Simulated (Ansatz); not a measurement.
**Molecular dynamics, step by step**

CH$_{2}$OS (SMILES O=CS), singlet, PBE0-D4/def2-SVP (Ansatz 0.2.0). Settings (timestep in fs, temperature in K; T counts 9 degrees of freedom):

```yaml
hamiltonian: {xc: pbe0, dispersion: d4}
md: {n_steps: 60, timestep: 0.75, temperature: 1500, ensemble: nve, seed: 766, initial_velocities: maxwell_boltzmann}
```

Start (the SMILES describes the start alone):

| atom | x (Å) | y (Å) | z (Å) |
| --- | --- | --- | --- |
| O1 | -0.6948 | -0.6033 | 1.0539 |
| C2 | -0.4400 | -0.3671 | -0.0859 |
| S3 | 0.8379 | 0.7138 | -0.6177 |
| H4 | -0.9628 | -0.7873 | -0.9538 |
| H5 | 1.2597 | 1.0439 | 0.6034 |

```
step  time (fs)  potential energy less the start (meV)  kinetic energy (meV)  T (K)
   0       0.00                                    0.0                 581.7   1500
   4       3.00                                  220.5                 366.3    945
   8       6.00                                  230.5                 353.8    912
  12       9.00                                  335.3                 251.5    649
  16      12.00                                  294.4                 288.3    744
  20      15.00                                  411.6                 175.1    451
  24      18.00                                  320.2                 263.1    678
  28      21.00                                  390.5                 197.3    509
  32      24.00                                  246.3                 336.8    868
  36      27.00                                  368.3                 218.0    562
  40      30.00                                  342.1                 241.3    622
  44      33.00                                  300.2                 284.8    734
  48      36.00                                  267.4                 317.5    819
  52      39.00                                  320.1                 265.9    686
  56      42.00                                  252.3                 331.8    856
  60      45.00                                  162.3                 419.7   1082
```

Step 12, positions (Å) and forces (eV/Å):

```csv
atom,x,y,z,Fx,Fy,Fz
O1,-0.742,-0.671,1.067,0.292,0.966,-1.221
C2,-0.415,-0.290,-0.039,0.391,-0.802,3.135
S3,0.844,0.705,-0.636,0.867,1.094,-0.695
H4,-0.766,-0.660,-0.954,-1.712,-1.329,-1.937
H5,1.317,1.351,0.428,0.162,0.071,0.717
```

Step 16, positions (Å) and forces (eV/Å):

```
atom       x       y       z      Fx      Fy      Fz
  O1  -0.760  -0.689   1.072   0.974   1.623  -1.708
  C2  -0.403  -0.276  -0.025  -1.561  -2.584   1.729
  S3   0.851   0.709  -0.642   0.533   0.689  -1.123
  H4  -0.855  -0.713  -0.954  -0.155   0.096   0.060
  H5   1.321   1.418   0.369   0.210   0.176   1.041
```

Step 28, positions (Å) and forces (eV/Å):

| atom | x | y | z | Fx | Fy | Fz |
| --- | --- | --- | --- | --- | --- | --- |
| O1 | -0.785 | -0.702 | 1.072 | 0.106 | -0.010 | 3.041 |
| C2 | -0.436 | -0.333 | 0.023 | 1.565 | 1.287 | -0.886 |
| S3 | 0.880 | 0.733 | -0.665 | -0.513 | -0.296 | 0.121 |
| H4 | -0.952 | -0.657 | -0.816 | -1.264 | -0.934 | -2.850 |
| H5 | 1.291 | 1.462 | 0.378 | 0.106 | -0.047 | 0.574 |

Last step (60):

O1  (-0.712, -0.607, 1.086)
C2  (-0.486, -0.405, -0.093)
S3  (0.866, 0.742, -0.636)
H4  (-1.017, -0.977, -0.839)
H5  (1.262, 0.839, 0.648)
(Å)

The run took about 32 s on 2 CPU threads of an AMD EPYC 7B13 (shared host).
